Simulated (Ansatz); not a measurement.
**BCP (triplet): wave-function methods side by side, def2-TZVPP**

An exercise on one series of results from a longer session: the logs are not shown, and one member is left open.

Program: Ansatz 0.2.0, Gaussian basis. Level of theory: def2-TZVPP, core rule «outside noble gas», up to 7 orbitals frozen. These are calculated values, not measurements.

Plan: UHF; ROHF; CCSD(T) on UHF.

2 further runs of the same task are left out: 2 set aside as unsound or not needed.

### The geometry

The geometry is a PBE0/def2-TZVP stationary point (not a proven minimum) of the parent state, kept for this charge and spin.

3 atoms, charge 0, spin multiplicity 3.

Atoms are counted from 1 here; the program's logs count them from 0.

Bond lengths: B1–C3 1.531 Å, P2–C3 1.546 Å. Angles: B1–C3–P2 180.0°.

Set-up of the first run:

Contents of in.yaml:

```yaml
crystal:
  periodic: [false, false, false]
  atoms:
    - {symbol: B, position_ang: [0.000000, 0.000000, 1.535770]}
    - {symbol: P, position_ang: [0.000000, 0.000000, -1.540899]}
    - {symbol: C, position_ang: [0.000000, 0.000000, 0.005129]}
basis:
  gaussian: {orbitals: def2-TZVPP}
magnetization: {spin_polarized: true, initial_magnetization: 2}
hamiltonian: {xc: hf}
output: {orbitals: {seedname: orbitals}}
```

The run is started by

```
$ ansatz run in.yaml --threads 1 --pin off --events-out ev --progress --plain --max-ram 2560MiB --backend cpu
```

Among the steps run: UHF; ROHF; CCSD(T) on UHF.

One table of the session follows, with a row left open; its other results are not shown here.

```
  method  from UCCSD(T) (meV)
    ROHF                    ?
     UHF              +9783.7
    UMP2              +1795.7
   UCCSD               +623.3
UCCSD(T)                    0
```

**Question.** Estimate the row for ROHF.

The run gave: from UCCSD(T) (meV): +10165.5. In the column «from UCCSD(T) (meV)» it is the highest.
